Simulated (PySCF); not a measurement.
C4H9O (doublet state).
Cartesian coordinates in Å at the PBE0-D3(BJ)/def2-SVP level; atoms count from 1:
```
atom  x, y, z in Å
C1    -2.3748    0.6933    0.4146
C2    -1.1411    0.1747   -0.2111
O3    -0.2488   -0.2517    0.7748
C4     0.9154   -0.8659    0.2965
C5     1.9319    0.1033   -0.2811
H6    -2.4322    0.7780    1.5008
H7    -3.1978    1.0512   -0.2062
H8    -1.3798   -0.6643   -0.9089
H9    -0.6870    0.9602   -0.8606
H10    0.6581   -1.6416   -0.4551
H11    1.3534   -1.3915    1.1597
H12    1.5604    0.6051   -1.1874
H13    2.8557   -0.4294   -0.5538
H14    2.1850    0.8778    0.4586
```

The hyperfine couplings belong to this conformer and change with its torsions.

As a line formula: `[CH2]COCC` [radical].

Computed, not measured: UKS B3LYP, IGLO-III on C O, pcH-1 on H, non-relativistic, mean-field spin-orbit, GIAO in PySCF 2.14.0. The structure is a single PBE0-D3(BJ)/def2-SVP conformer in the gas phase; no vibrational or solvent corrections. No stability test was run, so a lower SCF solution isn't excluded.

(1) The isotropic 13C couplings are +85.3, -36.6, -1.4, +0.9 MHz. Assign them to C1; C2; C4; C5.

Answers

(1) 
| site | a_iso (MHz) | ρ(0) (bohr⁻³) | position | distance from C1 (Å) | spin population | largest \|T\| (MHz) |
| --- | --- | --- | --- | --- | --- | --- |
| C1 | +85.3 | +0.0759 | largest spin population | 0.00 | +1.10 | 158.5 |
| C2 | -36.6 | -0.0325 | 1 bond from C1 | 1.48 | -0.09 | 2.5 |
| C4 | -1.4 | -0.0012 | 3 bonds from C1 | 3.64 | 0.00 | 0.5 |
| C5 | +0.9 | +0.0008 | 4 bonds from C1 | 4.40 | 0.00 | 0.5 |

ρ(0) is the spin density at the nucleus and T the dipolar tensor; entries for several nuclei are means. The largest Mulliken spin populations are on C1 (+1.10) and C2 (-0.09). C1 is the only atom above +0.15. The angles at C1 add up to 359.9°, so it is planar; its axial dipolar tensor and the negative couplings of its protons fit spin in a p orbital normal to that plane.

Class means assume fast exchange of nuclei equivalent by connectivity; if that motion is slow, each nucleus keeps its own coupling. The 1H value of +125.0 MHz is a mean of couplings from 118.7 to 131.4 MHz in this one geometry, not an average over conformers.
